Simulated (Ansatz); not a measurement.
Geometry optimisation, Ansatz 0.2.0, RKS BLYP/6-31G*.

input.yaml

```yaml
crystal:
  periodic: [false, false, false]
  atoms:
    - { symbol: B, position_ang: [0.0, 0.0, 0.0] }
    - { symbol: C, position_ang: [0.0, 0.0, 1.95] }
    - { symbol: H, position_ang: [-0.9996, -0.3092, 2.3205] }
    - { symbol: H, position_ang: [0.7676, -0.7111, 2.3205] }
    - { symbol: H, position_ang: [0.232, 1.0203, 2.3205] }
    - { symbol: H, position_ang: [1.0305, 0.0, -0.595] }
    - { symbol: O, position_ang: [-1.2211, 0.0, -0.705] }
    - { symbol: H, position_ang: [-1.7308, -0.8467, -0.4965] }
    - { symbol: H, position_ang: [-0.1908, -1.4011, 0.4698] }
    - { symbol: H, position_ang: [-0.1595, -1.1709, 1.3616] }
basis:
  gaussian: { orbitals: "6-31G*" }
hamiltonian:
  xc: blyp
relax:
  f_tol: 0.15
  max_steps: 25
  restrain:
    - { distance: [0, 8], at: 2.39, k: 30.0 }
    - { distance: [9, 1], at: 2.31, k: 30.0 }
    - { distance: [0, 1], at: 1.6, k: 30.0 }
    - { distance: [9, 8], at: 0.66, k: 30.0 }
```

Command:

```bash
$ ansatz run input.yaml --threads 1 --pin off --max-ram 2048MiB --backend cpu --events-out ev --progress --plain --runs-dir out
```

Q: Where does it end, and by what steps?

A: The run converged. The restraints hold the end off the free minimum; the threshold counts their pulls, which the force column leaves out. Restrained pairs: B1–H9 (1.49 → 2.40 Å), C2–H10 (1.32 → 2.32 Å), B1–C2 (1.95 → 1.59 Å), H9–H10 (0.92 → 0.71 Å). After 11 steps the energy has fallen by 3.974 eV (the restraints' own energy left out); H8 moved furthest, 1.10 Å.

| step | energy less start (eV) | largest force component (eV/Å) | accepted |
| --- | --- | --- | --- |
| 0 | 0.0000 | 3.569 | yes |
| 1 | -1.1230 | 1.990 | yes |
| 2 | -1.4034 | 5.022 | yes |
| 3 | -2.1161 | 4.074 | yes |
| 4 | -3.0926 | 2.462 | yes |
| 5 | -3.6739 | 1.417 | yes |
| 6 | -3.9081 | 1.336 | yes |
| 7 | -3.9361 | 1.383 | yes |
| 8 | -3.9470 | 1.410 | yes |
| 9 | -3.9729 | 1.025 | yes |
| 10 | -3.9663 | 1.340 | yes |
| 11 | -3.9743 | 1.354 | yes |

```xyz
10
Properties=species:S:1:pos:R:3
B -0.003 0.021 0.180
C -0.097 0.150 1.766
H -1.040 -0.229 2.204
H 0.745 -0.338 2.284
H -0.034 1.224 2.039
H 1.048 -0.061 -0.404
O -1.102 0.086 -0.640
H -1.934 0.170 -0.126
H 0.072 -2.357 0.494
H 0.074 -2.084 1.149
```

The run took 11 s on 1 thread of Intel(R) Xeon(R) 6975P-C (Granite Rapids) (shared host), peak memory 0.14 GiB.
